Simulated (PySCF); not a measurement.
Which level of theory gave which numbers?

1,4-butanediol, C4H10O2.
SMILES: `OCCCCO`

The closed-shell ground state was solved 3 times with PySCF (density fitting, gas phase), always in the def2-SVPD basis (206 functions), with these functionals: CAM-B3LYP, LC-wPBE and wB97X-D. One conformer (not necessarily the lowest) at the PBE0-D3(BJ)/def2-SVP geometry, without solvent, vibrations or thermal averaging.

| row | total energy (Eh) | HOMO (eV) | LUMO (eV) | dipole (D) |
| --- | --- | --- | --- | --- |
| P | -308.5056 | -10.50 | 2.17 | 0.60 |
| Q | -308.5801 | -9.64 | 2.07 | 0.57 |
| R | -308.5343 | -9.19 | 1.04 | 0.59 |

Question: Which functional belongs to which row?

Answer: P = LC-wPBE, Q = wB97X-D, R = CAM-B3LYP. By rising HOMO–LUMO gap: CAM-B3LYP (range-separated hybrid) 10.23 eV; wB97X-D (range-separated hybrid) 11.71 eV; LC-wPBE (range-separated hybrid) 12.67 eV. Total energies of different functionals aren't bounds to one another; each is stationary for its own functional.

Note: wB97X-D ran without an empirical dispersion term, which enters the total energy and its gradient alone.
